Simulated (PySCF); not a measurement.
Nitrogen trifluoride, NF₃.
InChI=1S/F3N/c1-4(2)3

Method used: EOM-IP-CCSD/aug-cc-pVDZ in PySCF, restricted Hartree–Fock reference, 4 core orbitals frozen, non-relativistic, gas phase, PBE0-D3(BJ)/def2-SVP geometry.

The vertical ionisation energies are 13.30, 15.75, 16.19 (×2), 17.56 (×2) eV (×n: degenerate).

Task: Which Hartree–Fock orbital leads each hole, and what is its Koopmans value −ε?

Result: 
| leading hole (HF orbital) | Koopmans (eV) | EOM-IP-CCSD (eV) | change (eV) | one-hole share |
| --- | --- | --- | --- | --- |
| HOMO | 15.09 | 13.30 | -1.79 | 0.95 |
| HOMO-1 | 18.63 | 15.75 | -2.88 | 0.94 |
| HOMO-2/HOMO-3 | 18.75 | 16.19 | -2.56 | 0.95 |
| HOMO-4/HOMO-5 | 20.34 | 17.56 | -2.78 | 0.94 |

Task: Does the order of the lines follow the orbital energies?

Result: Yes, no two lines change places. The corrections run from -2.88 to -1.79 eV, with a mean of -2.50 eV over the 4 lines; no line lies above its Koopmans value.

Task: At what kinetic energies would He I light (21.22 eV) eject these electrons?

Result: 7.92 eV (HOMO), 5.47 eV (HOMO-1), 5.03 eV (HOMO-2/HOMO-3), 3.66 eV (HOMO-4/HOMO-5).

One root was sought for each valence orbital with −ε under 21 eV, eight at most, so deeper holes and satellites are missing; no vibrational structure.

The run took 6.9 min of wall time on an Arm Neoverse V2 with one thread, on a shared host, and the process peaked at 1.1 GiB of memory.
